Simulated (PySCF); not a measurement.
Isomers of C3H4Cl2, mass 109.969 u with the commonest isotopes. Level of theory: PBE0-D3(BJ)/def2-SVP geometry optimisation, gas phase (PySCF 2.14.0). One conformer each, none proved a minimum here; rigid rotors.

Question: Order these by out-of-plane moment Σ m c² = (Ia + Ib − Ic)/2, largest first.
A. 1,1-dichlorocyclopropane (`ClC1(Cl)CC1`)
B. `[CH2:1]=[CH:2][CH:3]([Cl:4])[Cl:5]` with C1–C2–C3–Cl4 118°
C. `[CH2:1]=[C:2]([Cl:3])[CH2:4][Cl:5]` with C1–C2–C4–Cl5 0°

Answer: A (20.24 u·Å²), B (10.06 u·Å²), C (1.59 u·Å²).

Question: Order these by rotational constant C, largest first.
A. `[CH2:1]=[CH:2][CH:3]([Cl:4])[Cl:5]` with C1–C2–C3–Cl4 118°
B. 1,1-dichlorocyclopropane, `ClC1(Cl)CC1`
C. `[CH2:1]=[C:2]([Cl:3])[CH2:4][Cl:5]` with C1–C2–C4–Cl5 0°

Answer: B (1942 MHz), A (1561 MHz), C (1284 MHz).

Question: Order these by dipole moment, largest first.
A. 1,1-dichlorocyclopropane, `ClC1(Cl)CC1`
B. `[CH2:1]=[C:2]([Cl:3])[CH2:4][Cl:5]` with C1–C2–C4–Cl5 0° (2,3-dichloro-1-propene)
C. `C/C(Cl)=C\Cl`

Answer: A (2.02 D), C (0.67 D), B (0.28 D).

| SMILES | point group | Ia (u·Å²) | Ib (u·Å²) | Ic (u·Å²) | κ | μa (D) | μb (D) | μc (D) |
| --- | --- | --- | --- | --- | --- | --- | --- | --- |
| ClC1(Cl)CC1 | C2v | 126.62 | 174.16 | 260.30 | -0.06 | 0.00 | 2.02 | 0.00 |
| C=C(Cl)CCl | Cs | 60.86 | 335.77 | 393.45 | -0.94 | 0.25 | 0.14 | 0.00 |
| C=CC(Cl)Cl | Cs | 160.17 | 183.70 | 323.75 | 0.49 | 1.94 | 0.07 | 0.58 |
| C/C(Cl)=C\Cl | Cs | 65.92 | 332.76 | 395.50 | -0.92 | 0.08 | 0.66 | 0.00 |
